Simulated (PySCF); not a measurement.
# Vertical excitation energies

Compound: methylidenesilylene, CH2Si (singlet state).
Z-matrix (Å and degrees, PBE0-D3(BJ)/def2-TZVP geometry), rows numbered from 1:
```
C 
Si  1  1.7018
H   1  1.0905  2  123.08
H   1  1.0900  2  123.94  3  -180.00
```

Method used: TDDFT CAM-B3LYP/aug-cc-pVTZ, vertical, gas phase, core orbitals frozen in the response (PySCF). Isolated species at its PBE0-D3(BJ)/def2-TZVP geometry, gas phase.

**Question.** What does the calculation give for the low-lying excited states?

**Answer.** 

| state | λ (nm) | E (eV) | f | symmetry | main configurations (H = HOMO, L = LUMO) |
| --- | --- | --- | --- | --- | --- |
| S1 | 542.6 | 2.28 | 0.0000 | – | H→L (98%) |
| S2 | 323.8 | 3.83 | 0.037 | B1 or B2 | H-1→L (97%) |
| S3 | 243.1 | 5.10 | 0.173 | A1 | H→L+1 (92%) |
| S4 | 230.3 | 5.38 | 0.020 | B1 or B2 | H-1→L+1 (86%) |
| S5 | 221.9 | 5.59 | 0.125 | B1 or B2 | H→L+2 (79%) |
| S6 | 195.0 | 6.36 | 0.0000 | – | H→L+4 (90%), H→L+12 (9%) |
| S7 | 192.1 | 6.45 | 0.0067 | B1 or B2 | H→L+3 (84%) |
| S8 | 179.3 | 6.91 | 0.016 | A1 | H→L+5 (83%) |
| S9 | 175.7 | 7.06 | 0.011 | B1 or B2 | H→L+7 (84%) |
| S10 | 172.4 | 7.19 | 0.091 | A1 | H-1→L+2 (80%) |

Triplets (Tamm–Dancoff): T1 1.93 eV, H→L (97%); T2 2.46 eV, H-1→L (96%); T3 2.84 eV, H→L+1 (91%); T4 4.18 eV, H-1→L+1 (91%).

The lowest singlet comes at 543 nm (220 kJ/mol) in the visible; it is dark (f under 0.0005); its leading configuration is HOMO→LUMO (98%). The most intense listed level is S3 at 5.10 eV (243 nm, f = 0.173), 2.82 eV above S1. Löwdin shares by element: HOMO carbon 52%, silicon 33%, hydrogen 16%; LUMO silicon 72%, carbon 24%. The oscillator strengths of these states sum to 0.481; summed over the whole spectrum of an exact calculation they would give the number of electrons, 22 (Thomas–Reiche–Kuhn). Orbital energies (eV): HOMO-3 -14.18, HOMO-2 -13.03, HOMO-1 -9.07, HOMO -7.81, LUMO -1.54, LUMO+1 -0.11, LUMO+2 0.40. Of the 10 states listed, 7 reach f = 0.01 and 2 stay under 0.0005. S1 lies in the visible range (380 to 750 nm), at 543 nm, dark in the vertical dipole picture (f under 0.0005); light of that wavelength is green, and its complementary colour is purple; a Tamm–Dancoff triplet lies at 644 nm, without intensity as long as spin–orbit coupling is left out. Symmetry labels in C2v follow from the direction of the transition dipole and are given only for states with f of 0.002 or more; B1 and B2 swap with the choice of axes. Singlets were solved by full linear response, triplets in the Tamm–Dancoff approximation.
